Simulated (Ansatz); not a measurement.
Density of states of Rb₃Sr (Fm-3m, a = 10.881 Å, b = 10.881 Å, c = 10.881 Å, α = 90.00°, β = 90.00°, γ = 90.00°), in states per eV and primitive cell, averaged over bins of 0.3 eV. Level of theory: Ansatz 0.2.0, DFT PBE, scalar-relativistic, plane waves, PAW.

Plane waves to 420 eV, a k mesh through Γ of 8×8×8 on the computed 4-atom cell and Gaussian smearing (0.10 eV); no spin polarisation.

The cell is relaxed at this level. The states (both spins) are summed by tetrahedra on a 12×12×12 mesh at the self-consistent density. Energies are bin centres; the table starts no lower than −8 eV and ends at 6 eV, or lower where the solved bands end.

It is a metal at this level.

```csv
E − E_F (eV),total,Rb 5s,Sr 5s,Rb 4p
-2.30,0.50,0.33,0.17,0.00
-2.00,1.17,0.70,0.44,0.01
-1.70,1.91,0.94,0.93,0.02
-1.40,2.81,0.80,1.93,0.03
-1.10,0.36,0.11,0.24,0.00
-0.80,2.08,1.78,0.19,0.02
-0.50,3.36,2.47,0.63,0.03
-0.20,3.65,2.62,0.52,0.02
0.10,4.58,3.08,0.44,0.02
0.40,3.80,1.96,0.28,0.01
```

The columns after the total are the Löwdin projections on the occupied valence shells of the potentials. The rest of the total lies in shells that are empty in the free atom, which aren't projected, and between the atoms.

Whether Rb3Sr exists in this form wasn't checked.